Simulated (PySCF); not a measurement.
Consider `CS(C)=O` (C2H6OS). Non-hydrogen atoms are numbered in `[CH3:1][S:2]([CH3:3])=[O:4]`.

Level of theory: ωB97X-D3(BJ)/ma-def2-TZVP single points in PySCF, grid level 2; every species was optimised with PBE0-D3(BJ)/def2-SVP. The prefix ma- adds one diffuse s and one diffuse p function on all atoms but H. ωB97X-D3(BJ) is ωB97X-V with D3(BJ) in place of VV10. Zero-point and thermal terms (298.15 K, 1 bar) come from unscaled PBE0-D3(BJ)/def2-SVP harmonic frequencies, with soft modes damped to free rotors in the entropy.

Q: What are the vertical and the adiabatic ionisation energy for forming the radical cation?

A: 9.04 eV vertical and 8.76 eV adiabatic, the latter with zero-point energy.

Q: Where does the unpaired spin of the relaxed radical cation sit?

A: O4 (oxygen on the chalcogen) 0.59, S2 (sulfur bonded to oxygen) 0.29 (intrinsic atomic orbital populations).

Q: What oxidation potential follows in DMSO (IEF-PCM), given that Fc+/Fc comes at 4.53 V absolute with this functional and basis?

A: In the gas phase ΔG of oxidation is 8.731 eV, and solvation is -40.9 kJ/mol for the parent and -266.7 kJ/mol for the product, so the absolute potential is 6.39 V, or 1.86 V against Fc+/Fc. Fc+/Fc in DMSO, 4.53 V, is ωB97X-D3(BJ)/ma-def2-TZVP on PBE0-D3(BJ)/def2-SVP structures with GFN2-xTB thermal terms. Benchmark calculations put it near 5.0 V in acetonitrile and DMSO, so it is about 0.5 V low, and the value against it can read up to that much too high. The solvent is electrostatics only, on gas-phase structures; the absolute scale refers to an electron at rest in vacuum.

Q: How far is −ε(HOMO) from the vertical value by ΔSCF?

A: −ε(HOMO) = 9.17 eV, which is 0.13 eV above the ΔSCF value.
